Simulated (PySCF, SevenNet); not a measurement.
For rock-salt NaF, the machine-learned potential SevenNet-l3i5 (trained on PBE and PBE+U data) gives:

* **lattice parameter a**: 4.698 Å
* **bulk modulus B0**: 43.1 GPa

What does Hartree–Fock in PySCF (GTH pseudopotentials, Gaussian basis) give for the same quantities?


- lattice constant a: 4.609 Å (falls by 1.9 %)
- bulk modulus: 52.7 GPa (increases by 22 %)

For comparison: lattice constant a 4.582 Å (measured, static lattice: zero-point anharmonic expansion removed; as tabulated in Mejia-Rodriguez and Trickey (2018), arXiv:1807.09216); bulk modulus 53.1 GPa (measured, 0 K value with the zero-point phonon effect removed; as tabulated in Mejia-Rodriguez and Trickey (2018), arXiv:1807.09216).

Changes are worked out from the printed values.

Unless a cell is named, each level is at its own relaxed cell (SevenNet-l3i5 12.96, Hartree–Fock 12.24 Å³/atom).
